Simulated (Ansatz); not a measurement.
in.yaml

```yaml
crystal:
  periodic: [false, false, false]
  atoms:
    - {symbol: C, position_ang: [0.000000, 0.000000, 1.134195]}
    - {symbol: Si, position_ang: [0.000000, 0.000000, -0.550583]}
    - {symbol: Si, position_ang: [0.000000, 0.000000, -2.792583]}
    - {symbol: H, position_ang: [0.000000, 0.000000, 2.208970]}
basis:
  gaussian: {orbitals: 6-31G}
magnetization: {spin_polarized: false, initial_magnetization: 1}
correlation: {method: fic_mrcisd_q, electrons: outside_noble_gas, active_space: {window: {electrons: 1, orbitals: 2}}}
```

```sh
$ ansatz run in.yaml --threads 1 --pin off --events-out ev --progress --plain --max-ram 2393MiB
```

The program prints:

```
439 factors; integrals over basis functions are off by at most 2.3e-4 eV
mean field evaluation 1: about -16758.7057 eV, gradient 2.9e1 eV
mean field evaluation 2: about -16758.7092 eV, gradient 2.9e1 eV
mean field evaluation 4: about -16762.2994 eV, gradient 4.9e0 eV
mean field evaluation 8: about -16762.6722 eV, gradient 4.2e-1 eV
mean field evaluation 16: about -16751.8008 eV, gradient 2.8e1 eV
mean field evaluation 32: about -16762.3770 eV, gradient 1.8e-4 eV
mean field evaluation 64: about -16757.7776 eV, gradient 6.9e0 eV
mean field evaluation 96: about -16762.2952 eV, gradient 4.9e0 eV
mean field -16762.68694089 eV, -616.0173829203 hartree, gradient 8.1e-6 eV, S^2 0.750000; 9 other end points of the search recorded, 0 dependent functions left out
reference -16762.68694089 eV, -616.0173829203 hartree; 18, 17 occupied and 19, 20 virtual orbitals, 439 factors
state -16762.68694089 eV, -616.0173829203 hartree
contracted CI cycle   1: correlation 0.00000000 eV, 0.0000000000 hartree, residual 1.54e1 eV
contracted CI cycle   2: correlation -4.71139974 eV, -0.1731407469 hartree, residual 3.82e0 eV
...
contracted CI cycle   4: correlation -5.17612440 eV, -0.1902190632 hartree, residual 6.51e-1 eV
contracted CI cycle   5: correlation -5.19472514 eV, -0.1909026280 hartree, residual 3.55e-1 eV
contracted CI cycle   6: correlation -5.19962780 eV, -0.1910827973 hartree, residual 1.71e-1 eV
contracted CI cycle   7: correlation -5.20078112 eV, -0.1911251811 hartree, residual 7.55e-2 eV
contracted CI cycle   8: correlation -5.20099368 eV, -0.1911329924 hartree, residual 2.93e-2 eV
contracted CI cycle   9: correlation -5.20102483 eV, -0.1911341370 hartree, residual 1.15e-2 eV
contracted CI cycle  10: correlation -5.20102947 eV, -0.1911343077 hartree, residual 4.64e-3 eV
contracted CI cycle  11: correlation -5.20103026 eV, -0.1911343365 hartree, residual 2.11e-3 eV
contracted CI cycle  12: correlation -5.20103043 eV, -0.1911343429 hartree, residual 1.02e-3 eV
contracted CI cycle  13: correlation -5.20103047 eV, -0.1911343444 hartree, residual 4.64e-4 eV
state -16762.37702248 eV, -616.0059936291 hartree; corrected -16768.68909204 eV, -616.2379579069 hartree
state -16762.68694089 eV, -616.0173829203 hartree; corrected -16768.81439437 eV, -616.2425626826 hartree
WARN: 1 active orbitals are nearly empty or full. The corrections depend on them more than the energy does, and are more stable in an active space without them
Total energy: -16768.81439437 eV, -616.2425626826 hartree
```

Ran on 1 thread of Arm Neoverse V2, shared host: 3.6 s wall, 0.09 GiB peak host memory.
